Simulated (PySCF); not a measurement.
**Basis and Hamiltonian dependence of the ionisation energy of Si**

Si [Ne] 3s2 3p2 (3P) → Si⁺ [Ne] 3s2 3p1 (2P). All values are computed (PySCF 2.14, energy differences of UHF-based or UKS calculations, no spin-orbit coupling). Values in eV.

```tsv
basis	Hamiltonian	functions	UHF	r2SCAN	PBE0	MP2 (valence)	CCSD(T) (valence)	CCSD(T) (valence and next inner shell)
cc-pV(D+d)Z	non-relativistic	23	7.641	8.331	n/a	7.921	7.953	n/a
aug-cc-pVDZ-DK	spin-free X2C	27	7.640	8.324	8.220	7.952	7.998	n/a
ANO-RCC-VTZP	spin-free X2C	34	7.628	8.319	8.212	8.036	8.104	n/a
cc-pV(T+d)Z	non-relativistic	39	7.640	8.326	n/a	8.042	8.109	n/a
x2c-TZVPPall	spin-free X2C	42	7.629	8.314	8.205	8.031	8.100	8.087
aug-cc-pVTZ-DK	spin-free X2C	50	7.629	8.315	8.209	8.040	n/a	n/a
dyall-av2z	non-relativistic	50	7.649	8.332	8.221	7.968	8.014	n/a
x2c-QZVPPall	spin-free X2C	70	7.626	8.308	8.207	8.062	8.124	8.113
aug-cc-pwCVTZ	non-relativistic	75	7.638	8.320	8.219	8.051	8.119	8.115
aug-cc-pCVTZ-DK	spin-free X2C	75	7.628	8.309	8.208	8.040	8.107	8.101
dyall-av3z	non-relativistic	84	7.638	8.321	8.220	8.049	8.114	n/a
dyall-av3z	spin-free X2C	84	7.627	8.311	8.209	8.038	8.104	n/a
x2c-QZVPPall with one added diffuse shell each of s, p, d, f type	spin-free X2C	86	7.626	8.308	8.208	8.063	8.125	8.114
dyall-acv3z	spin-free X2C	113	7.626	8.310	8.209	8.041	8.108	8.107
```

Frozen in the all-electron rows: valence: [Ne]; valence and next inner shell: 1s2.

Reference for a calculation without spin-orbit coupling: 8.157 eV (measured, between term centres; NIST).
